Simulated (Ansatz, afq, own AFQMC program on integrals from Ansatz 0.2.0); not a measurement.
AFQMC, coupled cluster and functionals along a coordinate of NaC, quartet

```xyz
2

C     0.0000    0.0000    0.0000
Na    0.0000    0.0000    2.2288
```

The C1–Na2 distance is changed with both sides rigid. Energies in eV count from this geometry (2.229 Å) at the same level; the start stands on UHF, each point on the determinant named.

Basis cc-pVDZ. Noble-gas cores (and the filled d shells of Ga–Kr and In–Xe) are frozen. Ansatz 0.2.0 and our own AFQMC program on the same integrals; the CISD trial comes from CCSD amplitudes, and released means the phaseless constraint is let go. Uncertainties: one standard error, sampling alone.

Cautions, each for one point or more: lower spins were not checked; strong correlation; the ph-AFQMC/CISD walk drifts between its halves.

```
r(C1–Na2) / Å  det.     T1  weight  ⟨S²⟩  B3LYP    PBE  CCSD(T)
        2.033   UHF  0.022    0.95  3.76  0.149  0.161    0.194
        3.025   UHF  0.026    0.94  3.76  0.627  0.596    0.696
        4.205   UHF  0.053    0.92  3.76  1.360  1.383    1.567
        6.116   UHF  0.007    0.95  3.76  1.681  1.753    1.677
```

(1) Estimate the curve of full CI, counted from the same start.

Answers

(1) 
```
r(C1–Na2) / Å  det.     T1  weight  ⟨S²⟩    FCI  ph-AFQMC/CISD  released AFQMC  CCSDT(Q)
        2.033   UHF  0.022    0.95  3.76  0.195  0.192 ± 0.004   0.193 ± 0.002     0.195
        3.025   UHF  0.026    0.94  3.76  0.689  0.708 ± 0.004               –     0.689
        4.205   UHF  0.053    0.92  3.76  1.570  1.572 ± 0.003   1.572 ± 0.002     1.570
        6.116   UHF  0.007    0.95  3.76  1.684  1.677 ± 0.003   1.684 ± 0.002     1.684
```

Weight is that of the determinant in the CISD state; at the start T1 is 0.024 and the weight 0.94, and ⟨S²⟩ is 3.76. A dash marks a missing value, a released energy that hasn't settled or a functional that sits on another state. Largest departures from full CI: CCSD(T) -0.008 eV at 6.116 (on UHF), ph-AFQMC/CISD 0.018 eV at 3.025 (on UHF), released AFQMC -0.002 eV at 2.033 (on UHF) (within the noise), CCSDT(Q) 0.000 eV at 6.116 (on UHF), B3LYP -0.211 eV at 4.205, PBE -0.187 eV at 4.205. Functionals count only at points shown to share the start's state and spin. In this small basis the wave-function levels are far from their limit, so their gap to the functionals isn't the functionals' error.

CCSDT and higher add their correlation energy to the determinant of the CCSD(T) run, since their own runs factorise the integrals more tightly (a shift of under 2 meV). A walk keeps the symmetry of its determinant, which the program's search chose and which needn't be the lowest solution, so a lower state of the same spin and another symmetry isn't excluded. Released energies are given only where the last usable release times agree within the noise; a slower fall can still hide under it.
